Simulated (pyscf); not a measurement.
`[IH]` + `[CH2]=[CH2]` -> `[CH3][CH2][I]` (addition across a multiple bond or ene-type step; singlet surface; H–I broken, C–I, C–H formed). Optimised with ωB97X-D3(BJ)/def2-SVP in PySCF. MP2 and CC: frozen core, UHF for open shells. ΔMP2 is the change of the MP2 total energy from the triple- to the quadruple-zeta basis. Energies in eV from the separated reactants.

| level | barrier | reaction energy |
|---|---|---|
| ωB97X-D3(BJ)/def2-TZVP | 1.47 | -1.27 |
| r²SCAN/def2-TZVP | 1.13 | -1.19 |
| PBE0-D3(BJ)/def2-TZVP | 1.17 | -1.29 |
| M06-2X/def2-TZVP | ___ | -1.18 |
| ωB97M-D3(BJ)/def2-TZVP | 1.51 | -1.08 |
| HF/def2-TZVP | 1.86 | -0.84 |
| CCSD(T)/def2-TZVPP + ΔMP2(QZVPP) | ___ | ___ |

**Question.** What belongs in the gaps?

**Answer.** 
- M06-2X/def2-TZVP, barrier: 1.39
- CCSD(T)/def2-TZVPP + ΔMP2(QZVPP), barrier: 1.53
- CCSD(T)/def2-TZVPP + ΔMP2(QZVPP), reaction energy: -1.12

On the product side the descent ends in a point that may be a rotor saddle (no frequency run), 0.15 eV over the lowest minimum found and 2.59 eV under the saddle at ωB97X-D3(BJ)/def2-TZVP. This is the saddle that the search found; another between the same sides may lie lower. The CCSD(T) − MP2 part came from Ansatz, without density fitting, on the same reference. The frozen core leaves the outer d or s,p core shells of the metals and heavy elements correlated in the MP2 and CC values, and def2-TZVPP describes them poorly, which can shift differences by a few kcal/mol. Elements past Kr carry the def2 core potentials, without spin-orbit coupling.
